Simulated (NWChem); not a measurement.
# One shape, several levels: PH2F (SMILES FP)

Wanted: a comparison of 5 runs (HF/STO-3G, HF/3-21G, HF/6-31G, B3LYP/6-31G*, B3LYP/6-31+G*) of PH2F. 

The calculation is run with NWChem 7.3.0.

## 1. The molecule

The species is PH2F (4 atoms), meant as a singlet with charge 0. SMILES: `FP`. Geometry: relaxed at GFN2-xTB.

Bond lengths: F1–P2 1.632 Å, P2–H3 1.406 Å, P2–H4 1.406 Å. Angles: F1–P2–H3 93.5°, F1–P2–H4 93.5°, H3–P2–H4 91.6°.

## 2. Energy and forces at HF/STO-3G (run 1)

geom.nw reads:

```
start geom
memory total 2200 mb

geometry noautosym nocenter noautoz
F     1.160540    0.668850   -0.222660
P    -0.072030   -0.369080   -0.479670
H    -1.053910    0.574260   -0.129560
H    -0.034600   -0.874030    0.831900
end

basis spherical bse
F library STO-3G
P library STO-3G
H library STO-3G
end

scf
thresh 1e-08
maxiter 80
print medium
end

task scf gradient
```

The run is started by

```sh
$ nwchem geom.nw > geom.out
```

Standard output:

```text
[...]
  functions       =    16
[...]
  wavefunction    = RHF
[...]
         Total SCF energy =   -436.085430817238
      One-electron energy =   -727.586203029592
      Two-electron energy =    231.871750351006
 Nuclear repulsion energy =     59.629021861347
        Time for solution =      0.2s
[...]
                         RHF ENERGY GRADIENTS
    atom               coordinates                        gradient
                 x          y          z           x          y          z
   1 F       2.193103   1.263943  -0.420766   -0.013571  -0.006513   0.004594
   2 P      -0.136117  -0.697460  -0.906445    0.012259  -0.005732  -0.021661
   3 H      -1.991601   1.085194  -0.244833   -0.001792   0.009589   0.006225
   4 H      -0.065385  -1.651677   1.572063    0.003104   0.002655   0.010842
[...]
```

Wall time 0.82 s (1 thread of Intel Xeon 6975P-C (Granite Rapids), shared host); peak memory 0.099 GiB.

## 3. Energy and gradient at HF/3-21G (run 2)

work.nw reads:

```
start work
memory total 2200 mb

geometry units angstroms noautosym nocenter noautoz
F     1.160540    0.668850   -0.222660
P    -0.072030   -0.369080   -0.479670
H    -1.053910    0.574260   -0.129560
H    -0.034600   -0.874030    0.831900
end

basis "ao basis" spherical bse
F library 3-21G
P library 3-21G
H library 3-21G
end

scf
nopen 0
rhf
thresh 1e-08
maxiter 80
end

task scf gradient
```

The run is started by

```sh
$ nwchem work.nw > work.out
```

Standard output:

```text
[...]
  functions       =    26
[...]
  wavefunction    = RHF
[...]
         Total SCF energy =   -439.033757397137
      One-electron energy =   -728.229103637065
      Two-electron energy =    229.566324378580
 Nuclear repulsion energy =     59.629021861347
        Time for solution =      0.2s
[...]
                         RHF ENERGY GRADIENTS
    atom               coordinates                        gradient
                 x          y          z           x          y          z
   1 F       2.193103   1.263943  -0.420766   -0.023265  -0.011166   0.007856
   2 P      -0.136117  -0.697460  -0.906445    0.004873  -0.002306  -0.008662
   3 H      -1.991601   1.085194  -0.244833    0.013773   0.000223   0.004722
   4 H      -0.065385  -1.651677   1.572063    0.004618   0.013249  -0.003916
[...]
```

Wall time 0.86 s (1 thread of Intel Xeon 6975P-C (Granite Rapids), shared host); peak memory 0.097 GiB.

Run 3 isn't shown in full; the table further down has it.

## 4. Energy and gradient at B3LYP/6-31G(d) (Cartesian functions) (run 4)

run.py reads:

```python
from ase import Atoms
from ase.calculators.nwchem import NWChem

molecule = Atoms(['F', 'P', 'H', 'H'], positions=[
    [1.160540, 0.668850, -0.222660],
    [-0.072030, -0.369080, -0.479670],
    [-1.053910, 0.574260, -0.129560],
    [-0.034600, -0.874030, 0.831900],
])

calc = NWChem(
    label='fh2p',
    theory='dft',
    memory='2200 mb',
    basis='6-31G*',
    dft={'xc': 'b3lyp', 'mult': '1', 'grid': 'xfine', 'convergence': 'energy 1e-08', 'iterations': '100', 'mulliken': None},
)
molecule.calc = calc

forces = molecule.get_forces()
e = molecule.get_potential_energy()
print(f"E = {e:.6f} eV")
print("forces (eV/A):")
for s, f in zip(molecule.symbols, forces):
    print(f"{s:2s} {f[0]:10.5f} {f[1]:10.5f} {f[2]:10.5f}")
print("dipole (e A):", molecule.get_dipole_moment().round(4))
```

The run is started by

```sh
$ export ASE_NWCHEM_COMMAND="nwchem PREFIX.nwi > PREFIX.nwo"
$ python run.py
```

Standard output:

```text
E = -12037.918505 eV
forces (eV/A):
F     0.34525   -0.06181   -0.45976
P     0.68479    0.50471    0.03548
H    -0.72526    0.07760    0.01388
H    -0.30483   -0.52049    0.41045
dipole (e A): [-0.281  -0.1444  0.0803]
```

The calculator wrote fh2p.nwi:

```
title "fh2p"

permanent_dir fh2p

scratch_dir fh2p

start fh2p

geometry units angstrom nocenter noautosym noautoz
  F  1.1605399999999999e+00 6.6884999999999994e-01 -2.2266000000000000e-01
  P  -7.2029999999999997e-02 -3.6908000000000002e-01 -4.7966999999999999e-01
  H  -1.0539099999999999e+00 5.7425999999999999e-01 -1.2956000000000001e-01
  H  -3.4599999999999999e-02 -8.7402999999999997e-01 8.3189999999999997e-01
end

memory 2200 mb

basis noprint
   * library 6-31G*
end

dft
  xc b3lyp
  mult 1
  grid xfine
  convergence energy 1e-08
  iterations 100
  mulliken
end

task dft gradient
```

fh2p.nwo (excerpt; [...] marks lines left out):

```text
[...]
         Total DFT energy =     -442.385349085571
[...]
  wavefunction    = closed shell
                         DFT ENERGY GRADIENTS
    atom               coordinates                        gradient
                 x          y          z           x          y          z
   1 F       2.193103   1.263943  -0.420766   -0.006714   0.001202   0.008941
   2 P      -0.136117  -0.697460  -0.906445   -0.013317  -0.009815  -0.000690
   3 H      -1.991601   1.085194  -0.244833    0.014104  -0.001509  -0.000270
   4 H      -0.065385  -1.651677   1.572063    0.005928   0.010122  -0.007982
[...]
```

Wall time 6 s (1 thread of Intel Xeon 6975P-C (Granite Rapids), shared host); peak memory 0.12 GiB.

## 5. Energy and gradient at B3LYP/6-31+G(d) (spherical functions) (run 5)

fh2p.xyz reads:

```xyz
4

F      1.160540     0.668850    -0.222660
P     -0.072030    -0.369080    -0.479670
H     -1.053910     0.574260    -0.129560
H     -0.034600    -0.874030     0.831900
```

run.py reads:

```python
from ase.io import read
from ase.calculators.nwchem import NWChem

atoms = read('fh2p.xyz')

calc = NWChem(
    label='fh2p',
    theory='dft',
    memory='2200 mb',
    basis='6-31+G*',
    basispar='spherical bse',
    dft={'xc': 'b3lyp', 'mult': '1', 'grid': 'xfine', 'convergence': 'energy 1e-08', 'iterations': '100', 'mulliken': None},
)
atoms.calc = calc

forces = atoms.get_forces()
print(f"energy = {atoms.get_potential_energy():.6f} eV")
print("forces (eV/A):")
for s, f in zip(atoms.symbols, forces):
    print(f"{s:2s} {f[0]:10.5f} {f[1]:10.5f} {f[2]:10.5f}")
print("dipole (e A):", atoms.get_dipole_moment().round(4))
```

The run is started by

```sh
$ export ASE_NWCHEM_COMMAND="nwchem PREFIX.nwi > PREFIX.nwo"
$ python run.py
```

Standard output:

```text
energy = -12038.303898 eV
forces (eV/A):
F     0.74027    0.38171   -0.21037
P     0.02772   -0.10655   -0.18872
H    -0.59305    0.15982    0.00237
H    -0.17494   -0.43498    0.39672
dipole (e A): [-0.3264 -0.1697  0.0903]
```

The calculator wrote fh2p.nwi:

```
title "fh2p"

permanent_dir fh2p

scratch_dir fh2p

start fh2p

geometry units angstrom nocenter noautosym noautoz
  F  1.1605399999999999e+00 6.6884999999999994e-01 -2.2266000000000000e-01
  P  -7.2029999999999997e-02 -3.6908000000000002e-01 -4.7966999999999999e-01
  H  -1.0539099999999999e+00 5.7425999999999999e-01 -1.2956000000000001e-01
  H  -3.4599999999999999e-02 -8.7402999999999997e-01 8.3189999999999997e-01
end

memory 2200 mb

basis spherical bse noprint
   * library 6-31+G*
end

dft
  xc b3lyp
  mult 1
  grid xfine
  convergence energy 1e-08
  iterations 100
  mulliken
end

task dft gradient
```

fh2p.nwo (excerpt; [...] marks lines left out):

```text
[...]
         Total DFT energy =     -442.399511997632
[...]
  wavefunction    = closed shell
                         DFT ENERGY GRADIENTS
    atom               coordinates                        gradient
                 x          y          z           x          y          z
   1 F       2.193103   1.263943  -0.420766   -0.014396  -0.007423   0.004091
   2 P      -0.136117  -0.697460  -0.906445   -0.000539   0.002072   0.003670
   3 H      -1.991601   1.085194  -0.244833    0.011533  -0.003108  -0.000046
   4 H      -0.065385  -1.651677   1.572063    0.003402   0.008459  -0.007715
[...]
```

Wall time 6.3 s (1 thread of Intel Xeon 6975P-C (Granite Rapids), shared host); peak memory 0.12 GiB.

## 6. All runs side by side

| run | level | Cartesian functions | iteration cap | energy (Eh) | dipole moment (D) | HOMO energy (eV) | LUMO energy (eV) | wall time |
| --- | --- | --- | --- | --- | --- | --- | --- | --- |
| 1 | HF/STO-3G | no | 80 | -436.085431 | 1.02 | -8.18 | 11.37 | 0.82 s |
| 2 | HF/3-21G | no | 80 | -439.033757 | 2.12 | -11.03 | 3.58 | 0.86 s |
| 3 | HF/6-31G | no | 80 | -441.231752 | 2.56 | -11.21 | 2.91 | 1.8 s |
| 4 | B3LYP/6-31G* (Cartesian functions) | yes | 100 | -442.385349 | 1.57 | -7.53 | -0.75 | 6 s |
| 5 | B3LYP/6-31+G* (spherical functions) | no | 100 | -442.399512 | 1.82 | -7.87 | -1.36 | 6.3 s |

## 7. Results

```
                       quantity          value
            run 5: total energy  -442.39951 Eh
           run 5: dipole moment         1.82 D
             run 5: HOMO energy       -7.87 eV
             run 5: LUMO energy       -1.36 eV
           run 5: HOMO–LUMO gap        6.51 eV
run 5: largest force on an atom     0.859 eV/Å
```

The dipole moment (its size) runs from 1.02 D (HF/STO-3G) to 2.56 D (HF/6-31G). The HOMO–LUMO gap runs from 6.51 eV (B3LYP/6-31+G*) to 19.55 eV (HF/STO-3G). The two ends differ in method and basis. In run 1 the basis is minimal, so the values are rough. All runs together took 16 s, the longest 6.3 s.
